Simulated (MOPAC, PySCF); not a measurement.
C2H3F, SMILES `F[C]C` (lower singlet), neutral singlet in the gas phase. This singlet lies 0.87 eV below the relaxed triplet at the level frozen-core CCSD(T)/cc-pVTZ // B3LYP-D3(BJ)/def2-TZVP (Ansatz).

Cartesian coordinates (Å):
SMILES: C[C]F
```xyz
6

C     -0.4144     0.0382    -0.0019
C      0.8668    -0.6895     0.1606
F      1.8481     0.1574    -0.1140
H     -1.0418    -0.5616    -0.6707
H     -0.9197    -0.0179     0.9707
H     -0.3391     1.0734    -0.3446
```
Charge 0, multiplicity 1.

All levels are single points at this geometry (B3LYP-D3(BJ)/def2-TZVP); Pople sets use spherical d functions. Orbital energies aren't observables, and empty levels follow the basis.

```tsv
level	HOMO (eV)	LUMO (eV)	gap (eV)	dipole (D)	vertical IE, Delta-SCF (eV)
B3LYP-D3(BJ)/def2-TZVP in PySCF	-6.60	-2.29	4.31	2.34	–
PBE-D3(BJ)/def2-TZVP in PySCF	-5.25	-3.23	2.02	2.33	–
B3LYP/3-21G in PySCF	-5.77	-1.68	4.08	2.14	–
B3LYP/6-31G* in PySCF	-5.99	-1.72	4.27	2.04	9.28
BP86/6-31G* in PySCF	-4.73	-2.75	1.98	2.03	–
M06-2X/6-31G* in PySCF	-7.72	-0.33	7.39	2.06	–
SVWN5/6-31G* in PySCF	-4.60	-2.87	1.73	2.13	9.10
HF/3-21G in PySCF	-10.25	3.01	13.26	2.34	–
HF/6-31G* in PySCF	-10.33	3.11	13.45	2.15	8.63
HF/STO-3G in PySCF	-7.73	6.86	14.59	1.47	–
AM1 in MOPAC	-9.93	-0.01	9.91	1.90	–
PM3 in MOPAC	-10.09	-0.77	9.33	1.91	–
PM7 in MOPAC	-10.42	0.61	11.03	2.23	–
```
